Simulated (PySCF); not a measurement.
## Diatomics of C with the second period

PBE0 with double-zeta basis sets in PySCF, for the lowest determinant that a PBE0 search found; no spin–orbit coupling. De refers to high-spin ground-configuration atoms. A positive dipole means M(−)C(+).

```csv
M,basis,state (unpaired electrons),Re (Å),ωe (cm⁻¹),De (eV),μ (D)
Li,jorge-DZP-DKH,"quartet (σ ↑, π ↑↑)",1.922,664,2.53,-6.25
B,cc-pVDZ,"quartet (σ ↑, π ↑↑)",1.492,1198,4.64,-1.31
C,aug-cc-pVDZ,"triplet (σ ↑, π ↑)",1.314,1709,6.16,n/a
N,def2-SVP,doublet (σ ↑),1.167,2216,7.78,1.45
O,jorge-DZP-DKH,singlet (closed shell),1.138,2218,10.70,-0.11
F,def2-SVPD,doublet (π ↑),1.270,1341,5.85,-0.79
```

Task: By what factor does the bond length vary along the series?

Result: At PBE0 it runs from 1.138 Å (CO) to 1.922 Å (LiC), a factor of 1.69.

The rows differ in basis set, which adds steps of its own.

The state changes along the series, so neighbouring rows are not always alike in their bonding.

States were picked by a PBE0 search and need not be the measured ground states.
